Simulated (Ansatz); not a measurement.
## Ansatz (development build ahead of 0.2.0) run

```yaml
crystal:
  periodic: [false, false, false]
  atoms:
    - { symbol: C, position_ang: [0.01507, -0.03592, -0.61327] }
    - { symbol: O, position_ang: [0.01837, -0.02625, 0.44508] }
basis:
  gaussian: { orbitals: cc-pVTZ }
hamiltonian:
  xc: hf
```

The input is written out in the form of the current development build from the run's settings.

Results

- Converged: yes
- Total energy: -112.77539 hartree
- Spin squared of the determinant: 0.000
